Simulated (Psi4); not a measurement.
# UCCSD(T)/6-311++G(2d,2p) run of NO (nitric oxide)

Aim: the energy difference between two shapes of NO (nitric oxide) at UCCSD(T)/6-311++G(2d,2p), from 2 runs. 

The results are computed with Psi4 1.11.

6 further runs of the same task are left out: 4 that didn't finish, 2 set aside as unsound or not needed.

## 1. The structure to begin with

The species is NO (2 atoms), meant as a doublet with charge 0. SMILES: `[N]=O`. Geometry: relaxed at GFN2-xTB.

Bond lengths: N1–O2 1.155 Å.

## 2. A single-point energy at UCCSD(T)/6-311++G(2d,2p)

job.json reads:

```json
{
 "schema_name": "qcschema_input",
 "schema_version": 1,
 "molecule": {
  "schema_name": "qcschema_molecule",
  "schema_version": 2,
  "symbols": ["N", "O"],
  "geometry": [-0.92640044, 0.33911135, -0.46738596, 0.92640044, -0.33911135, 0.46738596],
  "molecular_charge": 0,
  "molecular_multiplicity": 2,
  "fix_symmetry": "c1",
  "fix_com": true,
  "fix_orientation": true
 },
 "driver": "energy",
 "model": {
  "method": "ccsd(t)",
  "basis": "6-311++G(2d,2p)"
 },
 "keywords": {
  "reference": "uhf",
  "scf_type": "pk",
  "freeze_core": true
 }
}
```

Command:

```console
psi4 --qcschema job.json -n 1 --memory 1600MB
```

stdout:

```text
[...]
  Running in c1 symmetry.
[...]
  Nuclear repulsion =   25.649631870830021
[...]
  Multiplicity = 2
[...]
  Nalpha       = 8
  Nbeta        = 7
[...]
    Number of basis functions: 54
[...]
   @UHF iter   1:  -129.26181889731649   -7.77178e-01   4.14957e-03 ADIIS/DIIS
[...]
   @UHF iter  19:  -129.28715757175399    4.26326e-13   7.46488e-09 DIIS
[...]
   @S^2 Observed:                8.121073343E-01
[...]
    Orbital Energies [Eh]
    ---------------------
    Alpha Occupied:
       1A    -20.703297     2A    -15.739303     3A     -1.613713
       4A     -0.973416     5A     -0.789224     6A     -0.702132
       7A     -0.644200     8A     -0.430354
    Alpha Virtual:
       9A      0.072824    10A      0.113716    11A      0.155270
      12A      0.165183    13A      0.172732    14A      0.257706
      15A      0.283439    16A      0.300693    17A      0.428724
      18A      0.588569    19A      0.888634    20A      0.918309
      21A      0.935053    22A      1.105425    23A      1.106068
      24A      1.146734    25A      1.183502    26A      1.225362
[...]
  @UHF Final Energy:  -129.28715757175399
   => Energetics <=
    Nuclear Repulsion Energy =             25.6496318708300208
    One-Electron Energy =                -227.4721431013588813
    Two-Electron Energy =                  72.5353536587748380
    Total Energy =                       -129.2871575717539940
  UHF NO Occupations:
  HONO-2 :    6  A 1.9965089
  HONO-1 :    7  A 1.9747735
[...]
 Multipole Moments:
 ------------------------------------------------------------------------------------
     Multipole            Electronic (a.u.)      Nuclear  (a.u.)        Total (a.u.)
 ------------------------------------------------------------------------------------
 L = 1.  Multiply by 2.5417464519 to convert [e a0] to [Debye]
 Dipole X            :         -1.0116502            0.9264004           -0.0852498
 Dipole Y            :          0.3703173           -0.3391114            0.0312059
 Dipole Z            :         -0.5103960            0.4673860           -0.0430101
 Magnitude           :                                                    0.1004550
[...]
      * MP2 total energy                      = -129.648420248247419
[...]
      * CCSD total energy                     = -129.656240967777791
[...]
      * CCSD(T) total energy                     = -129.672998096412641
[...]
```

The result, in JSON:

```text
{
 "driver": "energy",
 "model": {
  "method": "ccsd(t)",
  "basis": "6-311++G(2d,2p)"
 },
 "success": true,
 "return_result": -129.67299809641264,
 "properties": {
  "calcinfo_nbasis": 54,
  "calcinfo_nmo": 54,
  "calcinfo_nalpha": 8,
  "calcinfo_nbeta": 7,
  "calcinfo_natom": 2,
  "nuclear_repulsion_energy": 25.64963187083002,
  "return_energy": -129.67299809641264,
  "scf_one_electron_energy": -227.47214310135888,
  "scf_two_electron_energy": 72.53535365877484,
  "scf_dipole_moment": [-0.08524980900803936, 0.03120591978557391, -0.0430100873257766],
  "scf_total_energy": -129.287157571754,
  "scf_iterations": 19,
  "mp2_same_spin_correlation_energy": -0.09824049517781039,
  "mp2_opposite_spin_correlation_energy": -0.2630221813149784,
  "mp2_singles_energy": -9.01600715020059e-27,
  "mp2_doubles_energy": -0.36126267649278876,
  "mp2_correlation_energy": -0.36126267649278876,
  "mp2_total_energy": -129.64842024824742,
  "ccsd_same_spin_correlation_energy": -0.08379328905255617,
  "ccsd_opposite_spin_correlation_energy": -0.28529010697060175,
  "ccsd_singles_energy": -6.251059357062395e-16,
  "ccsd_doubles_energy": -0.36908339602315793,
  "ccsd_correlation_energy": -0.36908339602315854,
  "ccsd_total_energy": -129.6562409677778,
  "ccsd_iterations": 16,
  "ccsd_prt_pr_correlation_energy": -0.38584052465803276,
  "ccsd_prt_pr_total_energy": -129.67299809641264
 }
}
```

It took 8.1 s on 1 thread of AMD EPYC 9R45 (Zen 5), shared host; peak memory 0.26 GiB.

## 3. The distorted shape

no.xyz reads:

```xyz
2
NO
N     -0.487036     0.195002    -0.332971
O      0.422634    -0.167094     0.244844
```

no.py reads:

```python
import psi4

psi4.set_memory('1600 MB')
psi4.set_num_threads(1)
psi4.set_output_file('no.out', False)

with open('no.xyz') as f:
    atoms = ''.join(f.readlines()[2:])
molecule = psi4.geometry('0 2\n' + atoms + 'symmetry c1\nno_reorient\nno_com')

psi4.set_options({
    'basis': '6-311++G(2d,2p)',
    'reference': 'uhf',
    'scf_type': 'pk',
    'freeze_core': True,
})

e_tot = psi4.energy("ccsd(t)", molecule=molecule)
print(f'ccsd(t) energy: {e_tot:.10f} Eh')
```

Command:

```console
python no.py
```

no.out:

```text
[...]
  Running in c1 symmetry.
[...]
  Nuclear repulsion =   26.066139010627232
[...]
  Multiplicity = 2
[...]
  Nalpha       = 8
  Nbeta        = 7
[...]
    Number of basis functions: 54
[...]
   @UHF iter   1:  -129.26567667222199   -7.27254e-01   4.03521e-03 ADIIS/DIIS
[...]
   @UHF iter  17:  -129.28937280941611    2.84217e-14   2.82017e-09 DIIS
[...]
   @S^2 Observed:                7.770297939E-01
[...]
    Orbital Energies [Eh]
    ---------------------
    Alpha Occupied:
       1A    -20.705125     2A    -15.734002     3A     -1.632860
       4A     -0.969801     5A     -0.797812     6A     -0.706334
       7A     -0.659217     8A     -0.422062
    Alpha Virtual:
       9A      0.077945    10A      0.113049    11A      0.156175
      12A      0.165157    13A      0.175742    14A      0.258037
      15A      0.283487    16A      0.299149    17A      0.428501
      18A      0.603773    19A      0.889121    20A      0.922524
      21A      0.943856    22A      1.107589    23A      1.108101
      24A      1.149853    25A      1.190486    26A      1.221273
[...]
  @UHF Final Energy:  -129.28937280941611
   => Energetics <=
    Nuclear Repulsion Energy =             26.0661390106272322
    One-Electron Energy =                -228.2665207691667604
    Two-Electron Energy =                  72.9110089491233992
    Total Energy =                       -129.2893728094161361
  UHF NO Occupations:
  HONO-2 :    6  A 1.9963670
  HONO-1 :    7  A 1.9924211
[...]
 Multipole Moments:
 ------------------------------------------------------------------------------------
     Multipole            Electronic (a.u.)      Nuclear  (a.u.)        Total (a.u.)
 ------------------------------------------------------------------------------------
 L = 1.  Multiply by 2.5417464519 to convert [e a0] to [Debye]
 Dipole X            :         -0.0128240           -0.0532525           -0.0660765
 Dipole Y            :         -0.0271056            0.0534074            0.0263019
 Dipole Z            :          0.6610919           -0.7030632           -0.0419712
 Magnitude           :                                                    0.0825801
[...]
      * MP2 total energy                      = -129.651174848348546
[...]
      * CCSD total energy                     = -129.655921799162570
[...]
      * CCSD(T) total energy                     = -129.672258506354410
```

On the terminal:

```text
ccsd(t) energy: -129.6722585064 Eh
```

Run time: 8.1 s. Hardware: 1 thread of AMD EPYC 9R45 (Zen 5), shared host; peak memory 0.26 GiB.

## 4. Outcome

At UCCSD(T)/6-311++G(2d,2p), 2 core orbitals frozen:

```
                                                                   quantity          value
                                                  first shape: total energy  -129.67300 Eh
    first shape: HOMO energy (Hartree–Fock orbitals) (highest over α and β)      -11.71 eV
     first shape: LUMO energy (Hartree–Fock orbitals) (lowest over α and β)        1.98 eV
                   first shape: correlation energy (2 core orbitals frozen)     -385.8 mEh
                                                first shape: (T) correction     -16.76 mEh
                             first shape: ⟨S²⟩ of the reference determinant          0.812
                                                 first shape: T1 diagnostic          0.047
                                              distorted shape: total energy  -129.67226 Eh
distorted shape: HOMO energy (Hartree–Fock orbitals) (highest over α and β)      -11.48 eV
 distorted shape: LUMO energy (Hartree–Fock orbitals) (lowest over α and β)        2.12 eV
               distorted shape: correlation energy (2 core orbitals frozen)     -382.9 mEh
                                            distorted shape: (T) correction     -16.34 mEh
                         distorted shape: ⟨S²⟩ of the reference determinant          0.777
                                             distorted shape: T1 diagnostic          0.034
                                     energy change with the atoms displaced       0.020 eV
```

With the atoms displaced the energy rises by 0.02 eV (0.5 kcal/mol). The first shape isn't relaxed at this level, so the change isn't measured from a minimum. The T1 diagnostic (first shape) of 0.047 is above the customary mark for such species, so a single reference may not serve. The triples (first shape) make up 4.3 % of the correlation energy. The triples (distorted shape) make up 4.3 % of the correlation energy.
